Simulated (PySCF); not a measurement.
**Magnetic susceptibility: SMILES FCl, ClF**

Cartesian coordinates in Å; atom numbers follow the order of the lines, from 1:
```xyz
2

F    -0.760   -0.256    0.165
Cl    0.763    0.257   -0.179
```

Theory: GIAO PBE0/aug-pcSseg-2 magnetisability, rotational g tensor and spin-rotation constants, non-relativistic, gas phase in PySCF 2.14.0. Geometry: PBE0-D3(BJ)/def2-SVP.

(1) How diamagnetic is it, and how anisotropic?

(2) Split it along the inertial axes a, b, c into diamagnetic and paramagnetic parts about the centre of mass, with the quadrupole moment.

(3) And the rotational g tensor?

## Answers

(1) Isotropic -327 × 10⁻³⁰ J/T², or -19.7 × 10⁻⁶ cm³/mol; principal values -512, -234, -234 × 10⁻³⁰ J/T², anisotropy 278 × 10⁻³⁰ J/T² (root of half the summed squared differences of the principal values). The susceptibility is in cgs units.

(2) 
```tsv
axis	χ (10⁻⁶ cm³/mol)	diamagnetic (10⁻⁶ cm³/mol)	paramagnetic (10⁻⁶ cm³/mol)	summed x² of all electrons (Å²)	quadrupole Θ (D Å)
a	-30.8	-30.8	0.0	19.2	+1.35
b	-14.1	-97.1	83.0	3.6	-0.68
c	-14.1	-97.1	83.0	3.6	-0.68
```
Anisotropies 2χaa − χbb − χcc = -33.5 and 2χbb − χaa − χcc = +16.7 × 10⁻⁶ cm³/mol. Θ is traceless in Buckingham's convention.

(3) 
| axis | rotational constant (GHz) | g | nuclear part | electronic part |
| --- | --- | --- | --- | --- |
| b | 15.1991 | -0.1110 | 0.4816 | -0.5926 |
| c | 15.1991 | -0.1110 | 0.4816 | -0.5926 |

Linear; isotopes 35Cl, 19F; no vibrational averaging.
